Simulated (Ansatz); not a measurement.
The inner images of a band of AlH$_{5}$OS (8 atoms, charge 0, multiplicity 1) are given out of order.

Computed with RKS B3LYP/def2-SVP (Ansatz).

Image 0:

```xyz
8
Properties=species:S:1:pos:R:3
Al -0.026 0.027 0.245
O -0.231 -0.607 1.846
H -1.049 -1.026 2.129
H 1.472 0.071 -0.274
H -1.280 0.045 -0.733
S -0.044 2.599 1.098
H 1.300 2.674 1.238
H -0.211 2.090 2.342
```

Image 6:

```xyz
8
Properties=species:S:1:pos:R:3
Al 0.085 0.512 0.137
O -0.275 -0.138 2.026
H -1.069 -0.670 2.195
H 1.520 -0.056 -0.215
H -1.244 0.021 -0.583
S -0.013 2.671 0.823
H 1.318 2.807 1.031
H -0.391 0.726 2.476
```

Problem. Put them in order from the first end to the last, with their energies above the first end.
A.
```xyz
8
Properties=species:S:1:pos:R:3
Al 0.074 0.476 0.097
O -0.230 -0.093 2.010
H -0.996 -0.626 2.275
H 1.511 -0.061 -0.292
H -1.258 0.012 -0.634
S -0.047 2.627 0.873
H 1.254 2.698 1.244
H -0.376 0.838 2.319
```
B.
```xyz
8
Properties=species:S:1:pos:R:3
Al 0.041 0.265 0.144
O -0.238 -0.131 1.921
H -0.951 -0.681 2.274
H 1.528 0.011 -0.331
H -1.247 0.038 -0.751
S -0.106 2.517 1.162
H 1.213 2.620 1.452
H -0.308 1.233 2.020
```
C.
```xyz
8
Properties=species:S:1:pos:R:3
Al 0.057 0.386 0.099
O -0.227 -0.058 1.972
H -0.952 -0.602 2.318
H 1.518 -0.035 -0.328
H -1.258 0.008 -0.705
S -0.082 2.560 1.025
H 1.222 2.633 1.388
H -0.346 0.980 2.123
```
D.
```xyz
8
Properties=species:S:1:pos:R:3
Al 0.008 0.131 0.190
O -0.226 -0.287 1.891
H -0.975 -0.777 2.243
H 1.501 0.023 -0.326
H -1.265 0.037 -0.753
S -0.080 2.573 1.159
H 1.247 2.630 1.422
H -0.279 1.541 2.064
```
E.
```xyz
8
Properties=species:S:1:pos:R:3
Al -0.014 0.065 0.215
O -0.220 -0.444 1.869
H -1.004 -0.896 2.194
H 1.479 0.049 -0.315
H -1.282 0.028 -0.743
S -0.049 2.605 1.120
H 1.286 2.645 1.340
H -0.264 1.821 2.209
```

Solution. E (+0.013 eV), D (+0.068 eV), B (+0.195 eV), C (-0.122 eV), A (-0.291 eV).

Run time: 63 s on 1 thread of AMD EPYC 9R45 96-Core Processor (Zen 5), on a shared host, peak memory 0.18 GiB.
